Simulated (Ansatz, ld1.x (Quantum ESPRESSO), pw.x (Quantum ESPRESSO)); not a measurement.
## silicon (Si): does the TM potential hold in the solid?

```
Element                 : Si (Z = 14)
Generator               : ld1.x (Quantum ESPRESSO) 7.5
Type                    : norm-conserving Troullier–Martins (Kleinman–Bylander form)
Functional              : LDA (PW92)
Relativity              : scalar-relativistic
Frozen core             : [Ne]
Valence charge          : 4
Reference configuration : 3s2 3p2
Partial waves           : 3p (bound): rc 2.40 bohr; 3d channel at -0.1 Ry: rc 2.55 bohr; 3s (bound): rc 1.55 bohr
Local potential         : the s channel
Core correction         : Bessel-smoothed model core inside 1.55 bohr
```

Crystal test: diamond Si in pw.x 7.5, no spin, 9³ k-points, Fermi–Dirac smearing 0.01 Ry, cutoffs 50/200 Ry. The reference is all-electron LAPW (Ansatz 0.2.0) with the same functional, mesh and smearing; V0 and B0 come from Birch–Murnaghan fits to the pressures at five volumes. Errors are pseudo minus all-electron; Δ is the rms difference of the E(V) curves that follow from these fits, minima aligned, over ±6 % about the mean V0. Mesh and smearing are coarse, so the numbers serve the comparison and aren't converged zero-temperature values; the lattice is a test structure that the element need not adopt.

All-electron: a0 = 5.400 Å (V0 = 19.69 Å³/atom), B0 = 96.2 GPa.

Task: How far does the potential miss the all-electron equation of state?

Result: mean pressure error (GPa): -0.64; a0 (Å): 5.388; a0 error (%): -0.22; B0 error (%): +0.3; Δ (meV/atom): 2.7. The largest radius (2.55 bohr) exceeds half the bond length (2.21 bohr), so the spheres overlap, which is one possible source of error among others.

| V (Å³/atom) | P all-electron (GPa) | P pseudo (GPa) |
| --- | --- | --- |
| 18.709 | 5.46 | 4.70 |
| 19.202 | 2.53 | 1.84 |
| 19.694 | -0.03 | -0.66 |
| 20.186 | -2.29 | -2.86 |
| 20.679 | -4.26 | -4.78 |

Task: At the middle volume, how do free energy and pressure move when the wave cutoff is lowered (ecutrho kept at four times it)?

Result:

```json
{"cutoff (Ry)": "22", "shift of F (meV/atom)": "+66.4", "shift of P (GPa)": "-0.40"}
{"cutoff (Ry)": "30", "shift of F (meV/atom)": "+27.3", "shift of P (GPa)": "-0.79"}
{"cutoff (Ry)": "40", "shift of F (meV/atom)": "+2.0", "shift of P (GPa)": "-0.17"}
```

The run at the middle volume (35 k-points, 7 iterations) took about 9.1 s on one core of a shared host (Neoverse-V1, 64 threads, 503 GiB, load 17).
